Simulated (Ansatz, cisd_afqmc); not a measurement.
Species: PH₂, charge 0, doublet. PH2 (SMILES [PH2], doublet).
B3LYP-D3(BJ)/def2-TZVP minimum from Ansatz (a first-principles code):
```xyz
3

P      0.0052    -0.0015     0.1165
H     -0.0501     1.0329    -0.8596
H     -0.0274    -1.0099    -0.8876
```
Charge 0, spin multiplicity 2.

Total energies in cc-pV(Q+d)Z, 7 correlated electrons, 5 frozen orbitals. Open shells are spin-unrestricted; no spin-orbit coupling. Cores are frozen in correlated methods. No relativity. AFQMC/CISD: phaseless, guided by CISD from CCSD amplitudes; bars are statistical, one sigma. Outlying blocks are dropped, and bars are widened where a walk drifts. Over all cases where full CI ran beside it in this data, AFQMC minus full CI had a median of +0.1 mEh and passed +0.4 mEh in a tenth of the cases.

```
method         program         energy (Eh)  minus CCSDT(Q) (mEh)
----------  ----------  ------------------  --------------------
HF              Ansatz          -341.89218                179.92
MP2             Ansatz          -342.03952                 32.57
CCSD            Ansatz          -342.06454                  7.55
CCSD(T)         Ansatz          -342.07094                  1.15
CCSDT(Q)        Ansatz          -342.07210                  0.00
AFQMC/CISD  cisd_afqmc  -342.0718 ± 0.0002             0.3 ± 0.2
```

Rough core times of Ansatz's runs on a shared machine: CCSD(T) under 20 s, CCSDT(Q) 10 min.
